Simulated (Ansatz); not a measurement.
```yaml
crystal:
  periodic: [false, false, false]
  atoms:
    - {symbol: Al, position_ang: [-0.663718, -0.053221, -0.001088]}
    - {symbol: N, position_ang: [1.145555, 0.046687, 0.002087]}
    - {symbol: H, position_ang: [1.848011, 0.775894, 0.000125]}
basis:
  gaussian: {orbitals: def2-TZVP}
magnetization: {spin_polarized: true, initial_magnetization: 3}
hamiltonian: {xc: pbe0}
relax: {f_tol: 0.004, max_steps: 80}
```

```sh
$ ansatz run in.yaml --threads 1 --pin off --events-out ev --progress --plain --max-ram 2176MiB
```

Steps of the relaxation (energy above the last step; positions in Å, forces in eV/Å):

```
3
step 1, 169.8 meV
Al   -0.664   -0.053   -0.001   -0.529    0.159   -0.002
N     1.146    0.047    0.002    0.689   -0.479    0.004
H     1.848    0.776    0.000   -0.160    0.319   -0.002
```

```
3
step 2, 140.8 meV
Al   -0.663   -0.042   -0.001   -0.439    0.185   -0.002
N     1.161    0.025    0.002    0.665   -0.476    0.004
H     1.832    0.787    0.000   -0.227    0.290   -0.002
```

```
3
step 3, 109.2 meV
Al   -0.658   -0.029   -0.001   -0.397    0.197   -0.002
N     1.178    0.000    0.002    0.652   -0.466    0.003
H     1.810    0.798    0.000   -0.255    0.269   -0.002
```

```
3
step 9, 0.0 meV
Al   -0.626    0.041   -0.001   -0.001   -0.001    0.000
N     1.277   -0.110    0.003    0.000    0.000    0.000
H     1.678    0.838   -0.001    0.001    0.000    0.000
```

Close pairs at the end: N2–H3 1.029 Å, Al1–N2 1.909 Å.

A stationary point of unrestricted PBE0 after 9 steps, with ⟨S²⟩ = 3.759 against 3.75 for a pure state; no frequencies were run, so it isn't proven a minimum. 47 s on 1 thread of Intel Xeon Platinum 8375C, shared host.
